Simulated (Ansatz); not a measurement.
Relaxation of AlH₆N (8 atoms, charge 0, multiplicity 1), to a largest force component of 0.03 eV/Å in at most 50 steps.

These are results of RKS BLYP/6-31G* in Ansatz 0.2.0, not measurements.

```xyz
8
Properties=species:S:1:pos:R:3:forces:R:3
Al 0.040 -0.205 0.188 0.02 -0.10 1.40
N 0.044 -0.161 2.060 0.05 -0.36 -1.22
H -0.801 -0.276 2.623 0.03 -0.03 -0.01
H 0.877 -0.240 2.647 -0.05 0.01 -0.07
H 1.445 -0.108 -0.552 0.01 -0.01 0.00
H -1.377 -0.291 -0.532 0.00 -0.01 -0.01
H -0.370 2.466 0.779 -0.25 1.36 -1.06
H -0.273 1.939 1.252 0.19 -0.87 0.96
```

Q: Where does it end, and by what steps?

A: It converged. The force dipped under the threshold on the way, but the program's further checks kept it going. After 15 steps the energy has fallen by 0.289 eV; H7 moved furthest, 1.37 Å.

| step | energy less start (eV) | largest force component (eV/Å) | accepted |
| --- | --- | --- | --- |
| 0 | 0.0000 | 1.402 | yes |
| 1 | -0.1662 | 0.763 | yes |
| 2 | -0.2250 | 0.270 | yes |
| 3 | -0.2537 | 0.105 | yes |
| 4 | -0.2665 | 0.029 | yes |
| 5 | -0.2722 | 0.228 | yes |
| 6 | -0.2750 | 0.233 | yes |
| 7 | -0.2776 | 0.316 | yes |
| 8 | -0.2819 | 0.256 | yes |
| 9 | -0.2859 | 0.162 | yes |
| 10 | -0.2872 | 0.112 | yes |
| 11 | -0.2881 | 0.070 | yes |
| 12 | -0.2887 | 0.042 | yes |
| 13 | -0.2891 | 0.044 | yes |
| 14 | -0.2891 | 0.046 | yes |
| 15 | -0.2892 | 0.026 | yes |

```xyz
8
Properties=species:S:1:pos:R:3
Al 0.111 -0.852 0.082
N 0.014 -0.121 1.719
H -0.847 0.001 2.253
H 0.817 0.181 2.273
H 1.558 -0.996 -0.572
H -1.258 -1.296 -0.604
H -0.457 3.472 1.705
H -0.353 2.735 1.611
```

Whether the end is a true minimum wasn't checked by a vibrational analysis.

Time of the run: 17 s on 1 thread of Arm Neoverse V2, on a shared host, peak memory 0.1 GiB.
